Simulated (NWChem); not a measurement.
# singlet CH4BO+ at 3 levels

We compute a comparison of 3 runs (HF/def2-TZVP, MP2/def2-TZVP, CCSD(T)/def2-TZVP) of singlet CH4BO+. 

Program for the calculation: NWChem 7.3.0.

### 1 The structure to begin with

CH4BO+: 7 atoms, total charge +1, spin state singlet. As SMILES of the parent species, `[BH]OC`. Geometry: relaxed at PBE0-D4/def2-TZVP. This is one conformer, not always the lowest. That shape belongs to the parent species and isn't relaxed for this state.

Bond lengths: B1–O2 1.320 Å, O2–C3 1.426 Å, B1–H4 1.207 Å, C3–H5 1.093 Å, C3–H6 1.090 Å, C3–H7 1.090 Å. Angles: B1–O2–C3 124.1°, O2–B1–H4 124.7°, O2–C3–H5 110.9°, O2–C3–H6 108.4°, O2–C3–H7 108.4°, H5–C3–H6 109.9°, H5–C3–H7 109.9°, H6–C3–H7 109.2°.

### 2 The energy at HF/def2-TZVP (run 1)

Input file run.py:

```python
from ase import Atoms
from ase.calculators.nwchem import NWChem

atoms = Atoms(['B', 'O', 'C', 'H', 'H', 'H', 'H'], positions=[
    [-1.319600, -1.025700, -0.172900],
    [-0.272400, -0.707100, 0.564500],
    [0.642200, 0.338600, 0.243900],
    [-1.628500, -0.474200, -1.201600],
    [0.357800, 0.834000, -0.687600],
    [0.643000, 1.059300, 1.062300],
    [1.638900, -0.092800, 0.145600],
])

calc = NWChem(
    label='ch4bo',
    theory='scf',
    memory='2200 mb',
    basis='def2-TZVP',
    basispar='spherical bse',
    charge=1,
    scf={'nopen': '0', 'rhf': None, 'thresh': '1e-08', 'maxiter': '80'},
    task='energy',
)
atoms.calc = calc

print("Total energy (eV):", round(atoms.get_potential_energy(), 6))
print("dipole (e A):", atoms.get_dipole_moment().round(4))
```

Launch:

```sh
export ASE_NWCHEM_COMMAND="nwchem PREFIX.nwi > PREFIX.nwo"
python run.py
```

The program printed:

```text
Total energy (eV): -3795.417068
dipole (e A): [-0.8627 -0.6046 -0.2058]
```

The calculator wrote ch4bo.nwi:

```
title "ch4bo"

permanent_dir ch4bo

scratch_dir ch4bo

start ch4bo

geometry units angstrom nocenter noautosym noautoz
  B  -1.3196000000000001e+00 -1.0257000000000001e+00 -1.7290000000000000e-01
  O  -2.7239999999999998e-01 -7.0709999999999995e-01 5.6450000000000000e-01
  C  6.4219999999999999e-01 3.3860000000000001e-01 2.4390000000000001e-01
  H  -1.6285000000000001e+00 -4.7420000000000001e-01 -1.2016000000000000e+00
  H  3.5780000000000001e-01 8.3399999999999996e-01 -6.8759999999999999e-01
  H  6.4300000000000002e-01 1.0592999999999999e+00 1.0623000000000000e+00
  H  1.6389000000000000e+00 -9.2799999999999994e-02 1.4560000000000001e-01
end

charge 1

memory 2200 mb

basis spherical bse noprint
   * library def2-TZVP
end

scf
  nopen 0
  rhf
  thresh 1e-08
  maxiter 80
end

task scf energy
```

ch4bo.nwo:

```text
Northwest Computational Chemistry Package (NWChem) 7.3.0
             --------------------------------------------------------

           Job information
           ---------------

    nwchem branch   = 7.3.0
    use scalapack   = T
    input           = ch4bo.nwi
    prefix          = ch4bo.
    data base       = ch4bo/ch4bo.db
    status          = startup
    nproc           =        1

           Memory information
           ------------------

    heap     =     72089594 doubles =      550.0 Mbytes
    stack    =     72089599 doubles =      550.0 Mbytes
    global   =    144179200 doubles =     1100.0 Mbytes (distinct from heap & stack)
    total    =    288358393 doubles =     2200.0 Mbytes
    verify   = yes
    hardfail = no

[... 139 lines left out ...]
 Convergence threshold     :          1.000E-08
[... 13 lines left out ...]
       Final RHF  results
[... 3 lines left out ...]
      One-electron energy =   -311.595677814581
[... 1 line left out ...]
 Nuclear repulsion energy =     64.636186792709
[... 29 lines left out ...]
                       ROHF Final Molecular Orbital Analysis
[... 276 lines left out ...]
       Multipole analysis of the density wrt the origin
       ------------------------------------------------

     L   x y z        total         open         nuclear
     -   - - -        -----         ----         -------
     0   0 0 0      1.000000      0.000000     23.000000

     1   1 0 0     -1.630294      0.000000     -7.394120
[... 8 lines of this table left out ...]
     2   0 0 2    -11.447659      0.000000     21.862035

 Task  times  cpu:       81.6s     wall:       81.6s
 Total times  cpu:       81.6s     wall:       81.6s
```

Wall time 84 s (1 thread of Intel Xeon Platinum 8259CL at 2.50GHz (Skylake/Cascade Lake), shared host); peak memory 0.1 GiB.

### 3 A single-point energy at MP2/def2-TZVP (run 2)

Input file mol.nw:

```
start mol
memory 2200 mb
charge 1

geometry units atomic noautosym nocenter noautoz
  B   -2.49368259  -1.93829209  -0.32673365
  O   -0.51476140  -1.33622534   1.06675040
  C    1.21358212   0.63986127   0.46090420
  H   -3.07741899  -0.89610813  -2.27069491
  H    0.67614401   1.57603159  -1.29937568
  H    1.21509390   2.00178688   2.00745606
  H    3.09707215  -0.17536658   0.27514412
end

basis spherical bse
  B library def2-TZVP
  O library def2-TZVP
  C library def2-TZVP
  H library def2-TZVP
end

scf
  singlet
  rhf
  thresh 1e-08
  maxiter 80
  noprint "final vectors analysis"
end

mp2
  freeze core 3
  tight
end

task mp2 energy
```

Launch:

```sh
nwchem mol.nw > mol.out
```

The program printed:

```text
[...]
  functions       =   117
[...]
  wavefunction    = RHF
[...]
         Total SCF energy =   -139.479005724487
      One-electron energy =   -311.595669039026
      Two-electron energy =    107.480481198080
 Nuclear repulsion energy =     64.636182116459
        Time for solution =     78.9s
[...]
          Total MP2 energy          -139.952584844905
[...]
```

It took 92 s on 1 thread of Intel Xeon Platinum 8259CL at 2.50GHz (Skylake/Cascade Lake), shared host; peak memory 0.32 GiB.

### 4 A single-point energy at CCSD(T)/def2-TZVP (run 3)

Input file calc.nw:

```
start calc
title "CH4BO"
memory total 2200 mb
charge 1

geometry units angstrom noautosym nocenter noautoz
   B       -1.319600      -1.025700      -0.172900
   O       -0.272400      -0.707100       0.564500
   C        0.642200       0.338600       0.243900
   H       -1.628500      -0.474200      -1.201600
   H        0.357800       0.834000      -0.687600
   H        0.643000       1.059300       1.062300
   H        1.638900      -0.092800       0.145600
end

basis spherical bse
   B library def2-TZVP
   O library def2-TZVP
   C library def2-TZVP
   H library def2-TZVP
end

scf
   thresh 1e-08
   maxiter 80
end

ccsd
   freeze core 3
   maxiter 60
end

task ccsd(t) energy
```

Launch:

```sh
nwchem calc.nw > calc.out
```

The program printed:

```text
[...]
  functions       =   117
[...]
  wavefunction    = RHF
[...]
         Total SCF energy =   -139.479005744486
      One-electron energy =   -311.595677814590
      Two-electron energy =    107.480485277395
 Nuclear repulsion energy =     64.636186792709
        Time for solution =     70.8s
[...]
 Total MP2 energy:           -139.952584855576845
[...]
             energy      energy      error      ampl     ampl      Block
                                                time     time      time
[...]
 Total CCSD energy:           -139.977094096689910
[...]
 Total CCSD+T(CCSD) energy:           -139.998281020664137
[...]
 Total CCSD(T) energy:                -139.996509915804978
[...]
```

It took 14 min on 1 thread of Intel Xeon Platinum 8259CL at 2.50GHz (Skylake/Cascade Lake), shared host; peak memory 0.35 GiB.

### 5 Overview of the runs

```csv
run,level,module,frozen core orbitals,energy (Eh),HOMO energy (eV),LUMO energy (eV),HOMO–LUMO gap (eV),wall time
1,HF/def2-TZVP,scf,–,-139.479006,-19.68,-6.69,12.99,84 s
2,MP2/def2-TZVP,mp2,3,-139.952585,–,–,–,92 s
3,CCSD(T)/def2-TZVP,ccsd(t),3,-139.996510,-19.68,-6.69,12.99,14 min
```

### 6 Summary of results

| quantity | value |
| --- | --- |
| run 3: total energy | -139.99651 Eh |
| run 3: HOMO energy (Hartree–Fock orbitals) | -19.68 eV |
| run 3: LUMO energy (Hartree–Fock orbitals) | -6.69 eV |
| run 3: HOMO–LUMO gap (Hartree–Fock orbitals) | 12.99 eV |
| run 3: correlation energy (3 core orbitals frozen) | -517.5 mEh |
| run 3: (T) correction | -19.42 mEh |

**Reading.** Below the HF energy at the same shape and in the same basis (def2-TZVP): MP2 -473.6 mEh; CCSD(T) -517.5 mEh. All runs together took 17 min, the longest 14 min.
